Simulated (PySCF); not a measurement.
# Working out the electron affinity of P

P⁻ [Ne] 3s2 3p4 (3P) → P [Ne] 3s2 3p3 (4S). Computed with PySCF 2.14 in aug-cc-pV(T+d)Z with one added diffuse shell each of s, p, d, f type (7s6p5d3f, 71 functions), with no relativity, point nucleus. Frozen: [Ne]. Energies in hartree (1 hartree = 27.21139 eV):

```csv
part,P⁻ (lower),P (upper)
UHF,-340.704903,-340.716505
CCSD correlation,-0.134193,-0.102256
(T),-0.006637,-0.004085
```

Question: What does Hartree-Fock give?

Answer: (-340.716505) − (-340.704903) = -0.011602 hartree = -0.316 eV.

Question: What do CCSD and CCSD(T) give?

Answer: The CCSD correlation energies differ by 0.031937 hartree = 0.869 eV and the triples by 0.002552 hartree = 0.069 eV, so CCSD gives 0.553 eV and CCSD(T) 0.622 eV.

A first-order spin-orbit estimate adds 0.012 eV to CCSD(T) (valence), giving 0.634 eV against 0.747 eV (measured; photodetachment measurements, as compiled on the Wikipedia data page of electron affinities).

What remains against the reference includes basis incompleteness, the frozen core and higher excitations.
